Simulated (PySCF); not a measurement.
hydrogen isocyanide cation (CHN), SMILES [C-]#[NH+] (connectivity only; charge and spin as stated), charge +1, multiplicity 2. Atoms are numbered in the order given.

```xyz
3

C      0.0000     0.0000    -0.7190
N      0.0000     0.0000     0.4116
H      0.0000     0.0000     1.4327
```
Charge +1, spin multiplicity 2.

Coordinates come from a B3LYP-D3(BJ)/def2-TZVPD optimisation. The multiplicity is an assumed one; other spin states were not compared.

Two levels are set side by side: PBE/pcH-1 (PySCF) and PBE0/pcH-1 (PySCF). Contact hyperfine couplings, same geometry. Differences are taken from unrounded values.

| quantity | PBE0 | PBE | PBE minus PBE0 |
|---|---|---|---|
| A(iso) of 13C, atom C1 (MHz) | 1679.2 | 1649.3 | -29.9 |
| A(iso) of 14N, atom N2 (MHz) | 48.4 | 51.9 | 3.4 |
| A(iso) of 1H, atom H3 (MHz) | 52.1 | 48.8 | -3.3 |

Rough cost on one machine, each run with all the roots and properties that it gave: PBE0 against PBE within a factor of 2.
